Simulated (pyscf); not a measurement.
A first-order saddle from PySCF, ωB97X-D3(BJ)/def2-SVP:

```
Si
H 1 1.4914
H 1 1.5135 2 103.49
H 1 1.7038 2 87.66 3 163.13
H 4 1.1015 1 71.97 2 -110.69
P 5 1.7194 4 172.43 1 -5.57
H 6 1.4203 5 105.60 4 52.21
H 6 1.4204 7 96.22 5 105.64
P 1 2.2457 2 125.98 4 82.92
H 9 1.4219 1 95.58 2 -24.30
H 9 1.4244 10 96.10 4 -129.06
```

Surface: singlet, charge 0. Lowest wavenumbers (cm⁻¹): 1583i, 53, 182, 205, 289.

### Question
What reaction is this the transition state of?

### Answer
`[SiH3][PH2]` + `[PH3]` <-> `[PH2][SiH2][PH2]` + `[H][H]`, a four-centre exchange read from left to right: H–Si, H–P broken and P–Si, H–H formed. At ωB97M-D3(BJ)/def2-TZVP it lies +276.3 kJ/mol from the left side and +272.8 kJ/mol from the right (each side as separated species at their lowest minima found). At the saddle there is also a short H–Si contact that neither side keeps. One saddle was located; it need not be the lowest between these sides.
